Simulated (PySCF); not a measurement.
**Dipole moment and polarisability of `[SiH3][SiH2][SiH3]`**

Compound: Si3H8.
SMILES with atom numbers: `[SiH3:1][SiH2:2][SiH3:3]` (hydrogens: H4, H5, H6 on Si1; H7, H8 on Si2; H9, H10, H11 on Si3)

Structure used (PBE0-D3(BJ)/def2-SVP), in Å, numbered top down from 1:
```
atom  x, y, z in Å
Si1    1.801    0.729   -0.011
Si2    0.196   -0.975   -0.121
Si3   -1.939   -0.027    0.088
H4     3.189    0.194   -0.163
H5     1.546    1.726   -1.097
H6     1.695    1.426    1.309
H7     0.427   -1.967    0.977
H8     0.304   -1.689   -1.434
H9    -2.197    0.875   -1.077
H10   -2.005    0.786    1.342
H11   -3.006   -1.073    0.135
```

Level: PBE0/def2-SVPD (PySCF), static field, nuclei fixed, core orbitals frozen in the response. The polarisability tensor in these axes (au):

```
x   112.92   4.97  -1.14
y     4.97  89.47   0.92
z    -1.14   0.92  78.93
```

**Question.** Give the principal values, the mean and the anisotropy Δα = √{½[(α1 − α2)² + (α2 − α3)² + (α1 − α3)²]}.

**Answer.** Principal values 78.77, 88.60 and 113.96 au; mean 93.78 au = 13.90 Å³ = 15.46 × 10⁻⁴⁰ C²·m²/J; Δα = 31.45 au (34 % of the mean).

**Question.** What is the dipole moment?

**Answer.** 0.11 D at this geometry.

**Question.** How large is μ²/3kT at 400 K beside α?

**Answer.** In Gaussian units μ²/3kT = 0.08 Å³ against 13.90 Å³, a ratio of 0.01; the Debye molar polarisation (4π/3)N_A(α + μ²/3kT) is 35.2 cm³/mol, leaving out the vibrational part.

**Question.** Sum over states: ᾱ = Σ f/ω², ω in Eh. What share falls to these 10 lowest TDDFT singlets (eV, f)? 6.79, 0.0503; 6.84, 0.1288; 7.13, 0.0961; 7.19, 0.0436; 7.33, 0.0149; 7.37, 0.0161; 7.43, 0.0877; 7.69, 0.0319; 7.78, 0.0651; 7.79, 0.4403.

**Answer.** They add up to 13.03 au, 13.9 % of the 93.78 au; the largest single term is 5.37 au, from the state at 7.79 eV. Terms in order: 0.81, 2.04, 1.40, 0.62, 0.21, 0.22, 1.18, 0.40, 0.80, 5.37 au. Higher excitations give the rest. The strengths listed sum to 0.975.

**Question.** Molar refractivity from α?

**Answer.** Lorentz–Lorenz: R = (4π/3)N_A α = 2.5225 cm³/(mol·Å³) × 13.90 Å³ = 35.1 cm³/mol, in the limit of long wavelengths.

Isolated species at its PBE0-D3(BJ)/def2-SVP geometry, gas phase.
